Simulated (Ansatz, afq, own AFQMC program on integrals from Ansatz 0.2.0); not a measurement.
SiH2, triplet: AFQMC among the cluster methods

| atom | x (Å) | y (Å) | z (Å) |
| --- | --- | --- | --- |
| Si | 0.0000 | -0.0507 | 0.0000 |
| H | 0.0000 | 0.7069 | -1.2784 |
| H | 0.0000 | 0.7069 | 1.2784 |

Basis cc-pVDZ. Noble-gas cores (and the filled d shells of Ga–Kr and In–Xe) are frozen. Ansatz 0.2.0 and our own AFQMC program on the same integrals; the CISD trial comes from CCSD amplitudes, and released means the phaseless constraint is let go. Free projection: walkers drawn from exp(T), propagated without any constraint. Its projection time is finite, and what remains of the start isn't in its error. ± is one standard error of the sampling.

Determinant: UHF, the one that the program's search chose, which needn't be the lowest solution. The geometry is a point of a scan.

Full CI on the same integrals is exact in this basis and with this determinant's frozen core.

Cautions: lower spins were not checked.

```
T1 diagnostic                               : 0.0149
weight of the determinant in the CISD state : 0.938
⟨S²⟩ of the determinant                     : 2.006
size of the correlated space                : 6 electrons in 23 orbitals
```

```
  level  correlation energy (eV)
    MP2                  -1.9711
   CCSD                  -2.5689
CCSD(T)                  -2.6192
```

(1) Estimate where AFQMC with the constraint released lies against CCSD(T) on the same integrals.

(1) 18.1 ± 0.6 meV below CCSD(T).

Reference: full CI, correlation energy -2.637 eV. The released energy is read at 2.40 1/Eh (meV from the phaseless value at times in 1/Eh: -1.5 ± 0.9 at 0.24, -2.4 ± 0.8 at 0.51, -2.9 ± 0.4 at 0.99, -4.2 ± 0.5 at 1.62, -4.7 ± 0.6 at 2.40).

```
         level  E − E(reference) (meV)  share of correlation (%)
       CCSD(T)                    17.3                     99.34
         CCSDT                     1.1                     99.96
      CCSDT(Q)                     0.2                     99.99
        CCSDTQ                     0.0                    100.00
   ph-AFQMC/HF             -5.1 ± 12.2                    100.20
 ph-AFQMC/CISD               4.0 ± 0.9                     99.85
released AFQMC              -0.7 ± 0.6                    100.03
    free AFQMC              -1.5 ± 0.7                    100.06
```

CCSDT and higher add their correlation energy to the determinant of the CCSD(T) run, since their own runs factorise the integrals more tightly (a shift of under 2 meV). Free projections are given only where their last times agree within the noise and don't stop above the reference; a slow remainder of the start can still hide under it. A walk keeps the symmetry of its determinant, which the program's search chose and which needn't be the lowest solution, so a lower state of the same spin and another symmetry isn't excluded. Released energies are given only where the last usable release times agree within the noise; a slower fall can still hide under it.
